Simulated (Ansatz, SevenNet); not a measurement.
**Rock-salt HfC: properties by level of theory**

Reference values: lattice constant a 4.638 Å (measured, temperature not stated, not corrected to a static lattice; as tabulated in Zhang et al. (2018), doi:10.1088/1367-2630/aac7f0); bulk modulus 242 GPa (measured, room temperature, not corrected to a static lattice, our sources range from 242 to 286; as tabulated in Synthesis of Binary Transition Metal Nitrides, Carbides and Borides from the …); elastic constant C11 500 GPa (measured, temperature not stated, no zero-point or thermal correction; as tabulated in Wu et al. (2005), arXiv:cond-mat/0412374); elastic constant C44 180 GPa (measured, temperature not stated, no zero-point or thermal correction; as tabulated in Wu et al. (2005), arXiv:cond-mat/0412374).

```json
[
 {"level (code)": "SevenNet-l3i5", "lattice parameter a (Å)": "4.650", "bulk modulus (GPa)": "241", "TO(Γ) frequency (cm⁻¹)": "313", "elastic constant C11 (GPa)": "498", "elastic constant C44 (GPa)": "160", "polycrystal shear modulus (GPa)": "173"},
 {"level (code)": "LDA (Ansatz)", "lattice parameter a (Å)": "4.573", "bulk modulus (GPa)": "261", "TO(Γ) frequency (cm⁻¹)": "463", "elastic constant C11 (GPa)": "567", "elastic constant C44 (GPa)": "178", "polycrystal shear modulus (GPa)": "197"},
 {"level (code)": "PBE (Ansatz)", "lattice parameter a (Å)": "4.651", "bulk modulus (GPa)": "234", "TO(Γ) frequency (cm⁻¹)": "429", "elastic constant C11 (GPa)": "497", "elastic constant C44 (GPa)": "171", "polycrystal shear modulus (GPa)": "181"}
]
```

Differences from the reference values (errors of the level alone only where the reference is corrected to a static lattice):

| level | lattice constant a (%) | elastic constant C11 (%) | elastic constant C44 (%) |
|---|---|---|---|
| SevenNet-l3i5 | +0.26 | -0.4 | -11.1 |
| LDA | -1.40 | +13.4 | -1.1 |
| PBE | +0.28 | -0.6 | -5.0 |

Nearest: lattice constant a, not ranked (reference at room or unstated temperature); elastic constant C11, not ranked (reference at room or unstated temperature); elastic constant C44, not ranked (reference at room or unstated temperature).

Machine-learned potentials (SevenNet-l3i5) are trained on DFT data: a solid inside that data is no test of them.

Ansatz's density-functional and Hartree–Fock values are scalar-relativistic unless marked +SOC, with PAW data made under PBE.

Differences are worked out from the printed values.

Computed values are for the static lattice.

Ansatz is a program for electronic structure.
